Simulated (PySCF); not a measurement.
Structure problem from calculated spectra and properties.

Formula: MgF2.

- Rotational structure: rotational constant B (linear): 4.330 GHz [PBE0-D3(BJ)/def2-SVP]
- UV, strongest line: among the 10 lowest singlet transitions: S3/S4 at 6.84 eV (181 nm, f = 0.141 summed over these states) [TDDFT B3LYP/def2-SVPD]
- NMR, other nuclei: isotropic shieldings of nuclei other than C and H, by class: 426 (2 F), 535 (1 Mg) ppm [GIAO KT2/pcSseg-1]
- XPS: F1s 690.6 (×2), Mg1s 1313.7 eV [ΔSCF SCAN, pcX-2 on the ionised atom, pcseg-1 elsewhere, spin-free X2C]
- UV, first state: lowest singlet excitation: 6.66 eV (186 nm, f = 0.000 summed over 2 states within 0.01 eV) [TDDFT B3LYP/def2-SVPD]
- Dipole: 0.00 D by symmetry (numerical residue 0.01 D) [B3LYP/def2-SVPD]
- Triplet: lowest triplet excitation (Tamm–Dancoff): 6.47 eV [TDA B3LYP/def2-SVPD]
- Polarisability: 18.1 au [B3LYP/def2-SVPD]

Electronic properties: PySCF, gas phase, density fitting. Levels stand in brackets. Geometry: PBE0-D3(BJ)/def2-SVP; no solvent, vibrations or thermal averaging. NMR classes are plain means over equivalent atoms (diastereotopic ones count apart unless rotation or inversion swaps them), as if these changed places fast.

Question: Give a SMILES that accounts for the data.

Answer: The other shieldings belong to: 426 ppm, fluorine bonded to Mg; 535 ppm, magnesium bonded to 2 F. The core levels belong to: F1s 690.6 eV, fluorine bonded to Mg; Mg1s 1313.7 eV, magnesium bonded to 2 F. The vanishing dipole is forced by symmetry. The optimised geometry has point group D∞h and is a linear rotor. Structure: `[F][Mg][F]`. The assignments are read from this structure; whether some other isomer fits the data as well wasn't checked.
